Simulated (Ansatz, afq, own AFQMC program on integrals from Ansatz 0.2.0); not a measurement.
Two steps: Ansatz 0.2.0 writes the Fock matrix and Cholesky factors of the valence space, and afq projects on them the lowest state that overlaps trial and start.

```yaml
crystal:
  periodic: [false, false, false]
  atoms:
    - {symbol: Cl, position_ang: [0.000000, 0.000000, 0.000000]}
    - {symbol: Mg, position_ang: [0.000000, 0.000000, 2.856000]}
basis:
  gaussian: {orbitals: aug-cc-pVDZ}
total_charge: -1
magnetization: {spin_polarized: true, initial_magnetization: 2}
correlation: {method: ccsd_t, electrons: outside_noble_gas, hamiltonian_folder: ham}
```

```sh
$ ansatz run in.yaml --threads 1 --pin off --events-out ev --progress --plain --max-ram 1382MiB
```

afq runs on the folder ham with

```
--method phaseless --trial cisd --walkers 60 --populations 1 --least-time 40 --time-step 0.005 --steps-per-block 50 --equilibration-blocks 28 --max-blocks 300 --target-error 0.00038 --factor-cut 1e-05 --start spin_pure --seed 4078 --release-times 0.24,0.51,0.99,1.62,2.4 --release-step 0.03 --release-every 4 --taylor-order 6
```

Times are imaginary, in 1/Eh. The walk had a cap of 1931 s.

afq prints:

```
orbitals 44  electrons 6 4  factors 312 of 529
reference energy -659.16273028 Eh
CCSD correlation -0.18022974 Eh in 12 cycles, weight of the determinant in the CISD state 0.9075
energy of the start -659.342961 Eh
 block  time / (1/Eh)  mean weight  energy / Eh
     1     0.250  1.0005  -659.341039
     2     0.500  0.9999  -659.342600
     3     0.750  1.0003  -659.344406
     4     1.000  0.9998  -659.346505
     5     1.250  0.9991  -659.343802
     7     1.750  1.0001  -659.345149
     9     2.250  1.0001  -659.346132
    17     4.250  1.0014  -659.345722
    33     8.250  1.0017  -659.350609
    49    12.250  1.0003  -659.352303
    65    16.250  0.9998  -659.346088
    81    20.250  0.9999  -659.345905
    97    24.250  0.9991  -659.354490
   113    28.250  1.0012  -659.349133
   129    32.250  0.9998  -659.350692
   145    36.250  0.9997  -659.348467
   161    40.250  1.0016  -659.350150
   177    44.250  0.9988  -659.351118
   193    48.250  0.9999  -659.344310
   209    52.250  0.9990  -659.344609
   225    56.250  0.9985  -659.367385
   241    60.250  1.0016  -659.348600
   257    64.250  1.0011  -659.347372
   273    68.250  0.9970  -659.344818
   289    72.250  1.0002  -659.355082
   305    76.250  0.9999  -659.353892
   321    80.250  1.0005  -659.346945
blocks merged  error / Eh  count
     1  0.000208  300
     2  0.000261  150
     4  0.000319  75
     8  0.000398  37
    16  0.000487  18
    32  0.000465  9
released: time / (1/Eh)  energy / Eh  error  mean overlap
  0.24  -659.349146  0.000391  1.0044
  0.51  -659.349299  0.000388  1.0004
  0.99  -659.349135  0.000334  1.0103
  1.62  -659.349580  0.000362  1.0006
  2.40  -659.349644  0.000387  0.9637
energy -659.349002 +/- 0.000487 Eh
(rows thinned)
```

The run passed its tests (sampling time, drift between the halves within three errors, error under three times the target), which doesn't prove that it has relaxed.

Against this walk (error 13.3 meV) on the same determinant: CCSD(T) 27.0 meV higher, CCSDT(Q) 0.7 meV higher (within the noise). The error is statistical and leaves out the bias of the constraint. Released to 2.40 1/Eh the energy moves by -17 ± 17 meV (both errors), within twice the noise.

Cautions: constraint bias not in the error; error above the target (13.3 against 10.3 meV); lower spins were not checked.

The walk took 8.5 min on 1 thread of AMD EPYC 7R32 (Zen 2), with other jobs on the host. The log's last line is the phaseless energy.

CCSDT and higher add their correlation energy to the determinant of the CCSD(T) run, since their own runs factorise the integrals more tightly (a shift of under 2 meV). A walk keeps the symmetry of its determinant, which the program's search chose and which needn't be the lowest solution, so a lower state of the same spin and another symmetry isn't excluded.
